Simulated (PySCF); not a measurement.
# Functional benchmark on one molecule

Molecule: Fluoroacetylene, C2HF.

Geometry:
```
atom   x (Å)  y (Å)   z (Å)
  C1  -0.612  0.000   0.005
  C2   0.519  0.000  -0.407
  F3   1.712  0.000  -0.843
  H4  -1.619  0.000   0.373
```

Geometry PBE0-D3(BJ)/def2-SVP throughout; GIAO in PySCF 2.14, gas phase, one conformer, non-relativistic; equivalent atoms averaged; basis pcSseg-2.

Reference values (HF/multiwavelet basis limit; gas (isolated, no vibration); Jensen, Fla, Jonsson, Monstad, Ruud, Frediani, PCCP 2016, 18, 21145): σ(C1) = 176.0 ppm, σ(C2) = 99.9 ppm, σ(H4) = 30.51 ppm, σ(F3) = 428.1 ppm.

Problem. How do the functionals HF, LDA, PBE, BLYP, BP86, OPBE, KT2, KT3, B97-D, B3LYP, PBE0, mPW1PW91, WP04, B97-2, BHandHLYP, CAM-B3LYP, wB97X-D, LC-wPBE perform against the reference? Times are CPU seconds on shared hosts with different chips, so compare them loosely; the GGAs took longer than the global hybrids here, which isn't the general rule, and the cause wasn't traced.

Solution. 
```tsv
functional	kind	C1	C2	H4	F3	mean abs. error C	abs. error H	abs. error F	core-s
HF	Hartree–Fock	176.1	100.9	29.91	429.6	0.5	0.60	1.5	1.2
LDA	LDA	165.7	78.0	30.05	394.4	16.1	0.46	33.7	3.5
PBE	GGA	169.3	82.3	30.41	389.9	12.1	0.10	38.2	4.1
BLYP	GGA	168.0	78.3	30.57	393.1	14.8	0.06	35.0	4.1
BP86	GGA	169.2	82.6	30.44	391.0	12.1	0.07	37.1	4.1
OPBE	GGA	173.7	91.3	30.41	385.6	5.5	0.10	42.5	4.1
KT2	GGA	177.3	90.2	30.22	392.7	5.5	0.29	35.4	4.2
KT3	GGA	177.4	91.6	30.41	390.3	4.9	0.10	37.8	4.2
B97-D	GGA	171.4	85.9	30.56	393.4	9.3	0.05	34.7	3.9
B3LYP	global hybrid	168.6	82.9	30.36	401.3	12.2	0.15	26.8	2.6
PBE0	global hybrid	170.3	87.8	30.20	399.8	8.9	0.31	28.3	2.6
mPW1PW91	global hybrid	169.7	87.4	30.24	399.6	9.4	0.27	28.5	2.6
WP04	global hybrid	163.5	82.0	30.56	396.2	15.2	0.05	31.9	3.9
B97-2	global hybrid	171.5	89.6	30.33	399.1	7.4	0.18	29.0	2.7
BHandHLYP	global hybrid	170.6	89.5	30.11	413.2	7.9	0.40	14.9	2.6
CAM-B3LYP	range-separated hybrid	168.7	84.2	30.16	408.7	11.5	0.35	19.4	3.4
wB97X-D	range-separated hybrid	169.3	87.7	30.20	403.5	9.4	0.31	24.6	3.2
LC-wPBE	range-separated hybrid	168.5	88.2	30.11	407.8	9.6	0.40	20.3	4.5
```

For ¹³C the closest is HF (0.5 ppm) and the furthest LDA (16.1 ppm).

For ¹H the closest is B97-D (0.05 ppm, with WP04, BLYP, BP86 practically level) and the furthest HF (0.60 ppm).

For ¹⁹F the closest is HF (1.5 ppm) and the furthest OPBE (42.5 ppm). One molecule is a small sample, and the reference may use another geometry.
